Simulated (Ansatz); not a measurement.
Wurtzite ZnS (high-temperature phase), relaxed in Ansatz (plane waves) with several semilocal functionals. Each gives its own volume and its own elastic constant C11:

```csv
level,V0 (Å³/atom),elastic constant C11 (GPa),ln V0,ln C11
LDA,18.581,137.4,2.9221,4.9229
PBEsol,19.223,126.3,2.9561,4.8387
PBE,20.181,115.3,3.0047,4.7475
```

**Question.** Fit a straight line to ln C11 against ln V0. What does it predict for r²SCAN, whose volume is 19.587 Å³/atom?

**Answer.** With x = ln V0 and y = ln C11: means 2.96097 and 4.83637; Σ(Δx Δy) = -0.007261, Σ(Δx²) = 0.003447, so the slope is -2.11. At x = 2.9749 the line gives y = 4.83637 + (-2.11) × (2.9749 − 2.96097) = 4.8070, or 122.4 GPa. The run with r²SCAN gives 127.7 GPa, +4.3 % from the line. The rows used scatter about it by up to 0.8 %, while the largest value lies 19 % above the smallest.

Measured: 131 GPa (measured, temperature not stated, no zero-point or thermal correction; as tabulated in Grünwald et al. (2012), arXiv:1201.2992).

Ansatz's density-functional and Hartree–Fock values are scalar-relativistic unless marked +SOC, with PAW data made under PBE.

Ansatz is a program for electronic structure.
